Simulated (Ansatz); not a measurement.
**Relaxing chromium (bcc)**

Theory: DFT, PBEsol, plane waves (420 eV) with PAW, scalar-relativistic (Ansatz). (PAW data from PBE, frozen cores regenerated.)

k-point mesh 15×15×15, Fermi-Dirac smearing 0.1 eV, no spin polarisation. Cell and atoms relax.

Starting structure:

```yaml
crystal:
  lattice:
    - [-1.44195, 1.44195, 1.44195]
    - [1.44195, -1.44195, 1.44195]
    - [1.44195, 1.44195, -1.44195]
  atoms:
    - { symbol: Cr, position: [0.0, 0.0, 0.0] }
hamiltonian:
  xc: pbesol
  pseudopotentials:
    kind: paw
    azcp:
      Cr: "pseudopotentials/Cr.paw.azcp"
basis:
  ecutwfc: 420
  fft_grid_basis: typed
kpoints:
  mp_grid: { grid: [15, 15, 15], shift: [0, 0, 0] }
magnetization:
  spin_polarized: false
scf:
  occupations: { method: fermi_dirac, width: 0.1 }
relax:
  max_steps: 60
  f_tol: 0.01
  cell: {}
```

The pressure at the start is -17.5 GPa. By how much does the volume change?

From 11.99 to 11.15 Å³ per atom, -7.0 %. The final cell has a = 2.815 Å.

How much energy does the relaxation gain?

48.9 meV per atom.

Spin polarisation is off here; a magnetic state may lie lower.
